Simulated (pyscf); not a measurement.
A first-order saddle from PySCF, ωB97X-D3(BJ)/def2-SVP:

```
In
C 1 2.1394
H 2 1.0997 1 109.03
H 2 1.1005 3 108.90 1 121.98
H 2 1.1007 3 108.57 4 117.72
C 1 2.1451 2 137.06 3 172.97
H 6 1.1002 1 109.87 2 -159.62
H 6 1.1004 7 108.58 1 -121.76
H 6 1.1013 7 108.65 8 -117.28
O 1 2.2087 2 106.52 3 -39.93
H 10 0.9658 1 118.49 2 -151.94
H 10 1.2315 11 111.27 1 75.27
C 12 1.4322 10 165.22 11 -122.15
H 13 1.1020 12 109.95 10 112.01
H 13 1.1035 14 108.35 12 -97.50
H 13 1.1090 14 107.10 15 -111.13
```
Charge 0, spin multiplicity 1.

Surface: singlet, charge 0. Lowest wavenumbers (cm⁻¹): 1399i, 19, 35, 51, 105.

Problem. What reaction is this the transition state of?

Solution. H₃C–In(CH₃)–CH₃ + H₂O ⇌ H₃C–In(CH₃)–OH + CH₄, a four-centre exchange read from left to right: C–In, H–O broken and In–O, C–H formed. At ωB97M-D3(BJ)/def2-TZVP it lies +10.6 kcal/mol from the left side and +29.2 kcal/mol from the right (each side as separated species at their lowest minima found). On the reactant side the descent ends in an adduct with a In–O contact, 12.4 kcal/mol under the separated species and 21.7 kcal/mol under the saddle at ωB97X-D3(BJ)/def2-TZVP. What is counted as formed (In–O) is already present as a longer contact in the reactant adduct; forming that adduct is a step of its own. This is the saddle that the search found; another between the same sides may lie lower. Elements past Kr carry the def2 core potentials, without spin-orbit coupling.
